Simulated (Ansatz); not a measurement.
The input, for Ansatz 0.2.0:

```yaml
crystal:
  periodic: [false, false, false]
  atoms:
    - {symbol: H, position_ang: [0.000000, 0.000000, -1.514771]}
    - {symbol: H, position_ang: [0.000000, 0.000000, -0.821771]}
    - {symbol: N, position_ang: [0.000000, 0.000000, 1.748313]}
    - {symbol: C, position_ang: [0.000000, 0.000000, 0.588229]}
basis:
  gaussian: {orbitals: cc-pVDZ}
magnetization: {spin_polarized: true, initial_magnetization: 1}
hamiltonian: {xc: {name: r2SCAN}}
output: {forces: true}
```

```sh
$ ansatz run in.yaml --threads 1 --pin off --events-out ev --progress --plain --max-ram 2393MiB
```

The program prints:

```
494 factors; their error is unknown
mean field evaluation 1: about -2550.0751 eV, gradient 2.6e1 eV
mean field evaluation 2: about -2522.6471 eV, gradient 7.4e1 eV
mean field evaluation 4: about -2553.1103 eV, gradient 3.5e0 eV
mean field evaluation 8: about -2553.2038 eV, gradient 1.5e-1 eV
mean field evaluation 16: about -2553.1919 eV, gradient 2.4e-4 eV
mean field -2553.19190632 eV, -93.8280719418 hartree, gradient 1.4e-5 eV, S^2 0.767016; 0 other end points of the search recorded, 0 dependent functions left out
the calculation of the forces begins
reference -2553.19191217 eV, -93.8280721567 hartree; 8, 7 occupied and 30, 31 virtual orbitals, 494 factors
Total energy: -2553.19191217 eV, -93.8280721567 hartree
Atom 0 at     0.000000     0.000000    -1.514771 Å, force    -0.000000    -0.000000    -6.027626 eV/Å
Atom 1 at     0.000000     0.000000    -0.821771 Å, force    -0.000000    -0.000000     5.175564 eV/Å
Atom 2 at     0.000000     0.000000     1.748313 Å, force     0.000000    -0.000000     1.512817 eV/Å
Atom 3 at     0.000000     0.000000     0.588229 Å, force    -0.000000     0.000000    -0.660755 eV/Å
Dipole moment:     0.000000    -0.000000    -0.558645 e Å
```

Forces (eV/Å):
```
H    0.000  0.000 -6.028
H    0.000  0.000  5.176
N    0.000  0.000  1.513
C    0.000  0.000 -0.661
```

Ran on 1 thread of Intel Xeon Platinum 8488C, shared host: 1.4 s wall, 0.14 GiB peak host memory.
